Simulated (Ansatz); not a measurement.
BiOs₃: from a trial structure to a relaxed crystal

The calculation used Ansatz 0.2.0, DFT PBE, scalar-relativistic, plane waves, PAW. Cutoff 420 eV, Γ-centred k mesh, Gaussian smearing, no spin polarisation in the final step.

BiOs₃ was placed on the TiAl3 (D0_22) structure type (I4/mmm, No. 139), with Bi in place of Ti, Os in place of Al, at a guessed volume.

```yaml
crystal:
  lattice:
    - [-1.99551, 1.99551, 4.45750]
    - [1.99551, -1.99551, 4.45750]
    - [1.99551, 1.99551, -4.45750]
  atoms:
    - { symbol: Bi, position: [0.00000, 0.00000, 0.00000] }
    - { symbol: Os, position: [0.50000, 0.50000, 0.00000] }
    - { symbol: Os, position: [0.25000, 0.75000, 0.50000] }
    - { symbol: Os, position: [0.75000, 0.25000, 0.50000] }
```

Cell and atoms relax at zero pressure; the relaxation can't lower the symmetry of the start. After a coarse first stage the cell is made exact in the group found at 0.06 Å.

Formation energies are uncorrected and refer to the elements' standard structures at the same level.

**Question.** What does it relax into?

**Answer.** It keeps I4/mmm (No. 139). The result has the TiAl3 (D0_22) structure. Conventional cell: a = 4.100 Å, c = 7.861 Å. Bi has 12 Os at 2.84–2.90 Å; Os on Wyckoff site b (1 atom of the primitive cell) has 8 Os at 2.84 Å and 4 Bi at 2.90 Å; around Os on Wyckoff site d (2 atoms of the primitive cell) lie 4 Bi at 2.84 Å and 8 Os at 2.84–2.90 Å.

```cif
data_structure
_symmetry_space_group_name_H-M 'I4/mmm'
_symmetry_Int_Tables_number 139
_cell_length_a 4.0996
_cell_length_b 4.0996
_cell_length_c 7.8614
_cell_angle_alpha 90.000
_cell_angle_beta 90.000
_cell_angle_gamma 90.000
_cell_volume 132.12
loop_
_atom_site_label
_atom_site_type_symbol
_atom_site_symmetry_multiplicity
_atom_site_Wyckoff_symbol
_atom_site_fract_x
_atom_site_fract_y
_atom_site_fract_z
_atom_site_occupancy
Bi1 Bi 2 a 0.00000 0.00000 0.00000 1
Os1 Os 2 b 0.50000 0.50000 0.00000 1
Os2 Os 4 d 0.50000 0.00000 0.25000 1
```

**Question.** What are its volume, energy, density and gap?

**Answer.** The volume per atom is 16.52 Å³ and the density is 19.60 g/cm³. The energy over the elements is 1.01 eV/atom and the gap on the 16×16×16 mesh is 0 eV (a metal).

The final run used a 16×16×16 mesh on its 4-atom cell and 0.10 eV smearing. The k mesh leaves about 4 meV/atom of noise in metals. Spin–orbit coupling is left out. Symmetry constrained the relaxation, so the result can be a saddle point.

Cost: 3 runs of about 1 core-minutes in all, on AMD EPYC 9B45 (Zen 5) (shared hosts).